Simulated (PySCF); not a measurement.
Gas-phase reaction: 2 AlH3 ⇌ 2 Al + 3 H2

Computed with PySCF and rigid-rotor harmonic-oscillator thermochemistry at 1 bar. † marks an energy on the PBE0/def2-TZVP geometry and frequencies; other levels use their own. MP2 and CCSD(T) freeze the core. 6-31G* has spherical d functions here. Open shells (unrestricted): Al (multiplicity 2, electronic degeneracy 6); the rest are closed-shell singlets. Spin-orbit splitting is ignored; it lowers the true energy and changes the entropy of Al. AlH3: computed as isolated molecules; such fragments, hydroxides, amides, oligomers or adducts are transient or little studied in the gas. MP2 isn't extrapolated to the basis-set limit; its ΔH°(298 K) is 422.5 kJ in def2-SVP and 412.9 kJ in def2-TZVPP. CCSD(T) isn't extrapolated to the basis-set limit; its ΔH°(298 K) is 405.1 kJ in def2-SVP and 398.5 kJ in def2-TZVPP. The harmonic model lacks anharmonicity and excited electronic states, which grow with temperature; levels with a mode under 35 cm⁻¹ are left out.

```csv
level,"ΔE electronic, kJ","ΔH°(298 K), kJ","ΔS°(298 K), J/K","ΔG°(800 K), kJ"
BLYP/def2-TZVP†,369,369,306,115
CCSD(T)/def2-TZVPP†,399,399,306,145
HF/6-31G*,362,360,306,106
MP2/def2-TZVPP†,413,413,306,160
PBE0/def2-QZVP†,407,407,306,154
PBE0/def2-SVP†,432,432,306,178
PBE0/def2-TZVP,407,406,306,153
LDA/def2-TZVP†,462,462,306,209
```
ΔH° is lowest at HF/6-31G* and highest at LDA/def2-TZVP†. No reference value is set beside these.
